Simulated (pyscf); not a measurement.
Four-centre exchange: HO–Zr(F)(F)–F (SMILES [OH][Zr]([F])([F])[F]) + HCl (SMILES Cl) → HO–Zr(F)(F)–Cl (SMILES [OH][Zr]([F])([F])[Cl]) + HF (SMILES F)

Gas phase, singlet surface, charge 0. Bonds broken: Zr2–F3, Cl7–H8. Bonds formed: Zr2–Cl7, F3–H8. Optimised with ωB97X-D3(BJ)/def2-SVP in PySCF.

Transition state (Å):

```xyz
8

O      1.3813     0.9321     0.1033
Zr     0.0126    -0.3493    -0.1613
F     -0.1234    -0.6755     1.9289
F     -1.3376     0.6459    -1.0461
F      0.8399    -1.5794    -1.3452
H      2.0747     1.5630     0.3008
Cl    -1.7357    -2.2203     0.6116
H     -0.9506    -1.5000     1.6839
```

One imaginary mode, 412i cm⁻¹; descent along it reached the two sides named, in the forms told below.

```tsv
bond	change	reactant side (Å)	saddle	product side
Zr2–F3	breaks	1.939	2.120	2.412
Cl7–H8	breaks	1.291	1.512	2.157
Zr2–Cl7	forms	3.0	2.7	2.437
F3–H8	forms	2.170	1.193	0.948
```

Electronic energies relative to the separated reactants (kcal/mol):

```json
[
 {"level": "ωB97X-D3(BJ)/def2-TZVP", "barrier": "0.3", "reaction energy": "+1.4", "reverse barrier": "-1.1"},
 {"level": "PBE/def2-TZVP", "barrier": "1.6", "reaction energy": "+5.3", "reverse barrier": "-3.7"},
 {"level": "r²SCAN/def2-TZVP", "barrier": "0.1", "reaction energy": "+4.7", "reverse barrier": "-4.5"},
 {"level": "B3LYP-D3(BJ)/def2-TZVP", "barrier": "3.3", "reaction energy": "+4.5", "reverse barrier": "-1.2"},
 {"level": "PBE0-D3(BJ)/def2-TZVP", "barrier": "1.5", "reaction energy": "+3.1", "reverse barrier": "-1.6"},
 {"level": "M06-2X/def2-TZVP", "barrier": "0.5", "reaction energy": "+1.6", "reverse barrier": "-1.1"},
 {"level": "ωB97M-D3(BJ)/def2-TZVP", "barrier": "4.5", "reaction energy": "+5.0", "reverse barrier": "-0.6"},
 {"level": "HF/def2-TZVP", "barrier": "16.3", "reaction energy": "+3.5", "reverse barrier": "12.7"}
]
```

With ωB97M-D3(BJ)/def2-TZVP energies and thermal terms (ideal gas, 1 atm, RRHO with modes under 100 cm⁻¹ raised to 100, one conformer, R ln 2 for rigid chiral ones), in kcal/mol:

```json
[
 {"T (K)": "298", "ΔH‡": "3.8", "ΔG‡": "14.1", "ΔH": "+6.3", "ΔG": "+5.8"},
 {"T (K)": "600", "ΔH‡": "3.6", "ΔG‡": "24.7", "ΔH": "+6.4", "ΔG": "+5.2"},
 {"T (K)": "900", "ΔH‡": "3.9", "ΔG‡": "35.2", "ΔH": "+6.4", "ΔG": "+4.5"},
 {"T (K)": "1200", "ΔH‡": "4.4", "ΔG‡": "45.5", "ΔH": "+6.3", "ΔG": "+3.9"}
]
```

On the reactant side the descent ends in an adduct with a Cl–Zr contact, 7.6 kcal/mol under the separated species and 7.9 kcal/mol under the saddle at ωB97X-D3(BJ)/def2-TZVP. On the product side the descent ends in an adduct with a F–Zr contact (not fully relaxed), 9.7 kcal/mol under the separated species and 8.6 kcal/mol under the saddle at ωB97X-D3(BJ)/def2-TZVP. At ωB97X-D3(BJ), PBE, r²SCAN, B3LYP-D3(BJ), PBE0-D3(BJ), M06-2X, ωB97M-D3(BJ) the saddle lies under the separated products, which points to a path from their complex (located at ωB97X-D3(BJ) alone), and parting the products costs more than the saddle. What is counted as formed (Cl–Zr) is already present as a longer contact in the reactant adduct; forming that adduct is a step of its own. What is counted as broken (F–Zr) persists as a longer contact in the product adduct; parting that adduct is a step of its own. This is the saddle that the search found; another between the same sides may lie lower. Elements past Kr carry the def2 core potentials, without spin-orbit coupling.
